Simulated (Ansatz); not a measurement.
**AlSiH3 (triplet): the correlation ladder at distance Al1–H4 along a hydrogen transfer = 2.430 Å, cc-pVTZ**

The task here is to estimate one member of a computed series from the others.

Program: Ansatz 0.2.0, Gaussian basis. Level of theory: cc-pVTZ, core rule «outside noble gas», up to 10 orbitals frozen. These are calculated values, not measurements.

Plan: UHF; CCSD(T) on ROHF; CCSD(T) on UHF; BCCD(T) on ROHF; CISD; CCSDT(Q) on ROHF; CCSDT(Q) on UHF; CASSCF and NEVPT2, 4 electrons in 4 orbitals.

5 further runs of the same task are left out: 5 for a known fault of the program.

### What is computed

The geometry derives from fragments relaxed apart (PBE0/def2-TZVP) and kept rigid, so it is no stationary point. A hydrogen atom is moved between rigid fragments.

5 atoms, charge 0, spin multiplicity 3.

Atoms are counted from 1 here; the program's logs count them from 0.

Bond lengths: Al1–H2 1.586 Å, Al1–H3 1.586 Å, H4–Si5 1.440 Å. Angles: H2–Al1–H3 120.0°.

Coordinates:

```
Al   -1.88570    0.00000    0.00000
H    -2.67862    1.37338    0.00000
H    -2.67862   -1.37338    0.00000
H     0.54430    0.00000    0.00000
Si    1.98430    0.00000    0.00000
```

Set-up of the first run:

The input, in.yaml:

```yaml
crystal:
  periodic: [false, false, false]
  atoms:
    - {symbol: Al, position_ang: [-1.885697, 0.000000, 0.000000]}
    - {symbol: H, position_ang: [-2.678620, 1.373384, 0.000000]}
    - {symbol: H, position_ang: [-2.678620, -1.373384, 0.000000]}
    - {symbol: H, position_ang: [0.544303, 0.000000, 0.000000]}
    - {symbol: Si, position_ang: [1.984303, 0.000000, 0.000000]}
basis:
  gaussian: {orbitals: cc-pVTZ}
magnetization: {spin_polarized: true, initial_magnetization: 2}
hamiltonian: {xc: hf}
output: {orbitals: {seedname: orbitals}}
```

Started as:

```bash
$ ansatz run in.yaml --threads 1 --pin off --events-out ev --progress --plain --max-ram 4096MiB --backend cpu
```

Among the steps run: UHF; CCSD(T) on ROHF; CCSD(T) on UHF; BCCD(T) on ROHF; CISD; CCSDT(Q) on ROHF; CCSDT(Q) on UHF; CASSCF and NEVPT2, 4 electrons in 4 orbitals.

One of the session's tables, all rows but one given; the rest of the session is left out.

It belongs to the step «Misses and costs». 

```
     method  from UCCSDT(Q) (meV)
       ROHF               +5780.9
        UHF               +5606.3
       RMP2               +1341.0
       UMP2               +1358.1
       CISD                +665.5
      RCCSD                +197.9
      UCCSD                +190.8
   RCCSD(T)                 +44.4
   UCCSD(T)                 +43.3
    BCCD(T)                 +44.6
     RCCSDT                  +6.3
     UCCSDT                  +4.6
  RCCSDT(Q)                  +1.7
  UCCSDT(Q)                     0
CASSCF pair                     ?
NEVPT2 pair               +1267.8
```

**Question.** Estimate the row for CASSCF pair.

The run gave: from UCCSDT(Q) (meV): +5278.3. In the column «from UCCSDT(Q) (meV)» it lies between UMP2 (+1358.1) and UHF (+5606.3).

Limits of these values: Restricted and unrestricted rows rest on different reference determinants; where their highest levels disagree by more than a few hundredths of an eV, they describe different states and don't form one ladder.
